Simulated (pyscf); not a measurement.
Single points on ωB97X-D3(BJ)/def2-SVP structures (PySCF, gas phase).

Task: For the elementary gas-phase step :HSi–Cl [singlet] + H₂ -> SiH₂ [singlet] + HCl (singlet surface; Cl–Si, H–H broken, H–Si, Cl–H formed), what barrier and reaction energy does r²SCAN/def2-TZVP give, measured from the separated reactants?

Result: ΔE‡ = 0.85 eV, ΔE = +1.30 eV. ωB97M-D3(BJ)/def2-TZVP gives 1.06 eV and +1.21 eV. Zero-point energy shifts the barrier by +0.10 eV. It is a four-centre exchange, with an imaginary mode of 907i cm⁻¹. On the product side the descent ends in a bound adduct, 0.44 eV under the separated species and 0.23 eV under the saddle at ωB97X-D3(BJ)/def2-TZVP. At r²SCAN the saddle lies under the separated products, which points to a path from their complex (located at ωB97X-D3(BJ) alone), and parting the products costs more than the saddle. The same reactants have a lower exit, to H₃Si–Cl (barrier +0.70 eV at ωB97M-D3(BJ)/def2-TZVP, against +1.06 eV here). This is the saddle that the search found; another between the same sides may lie lower.
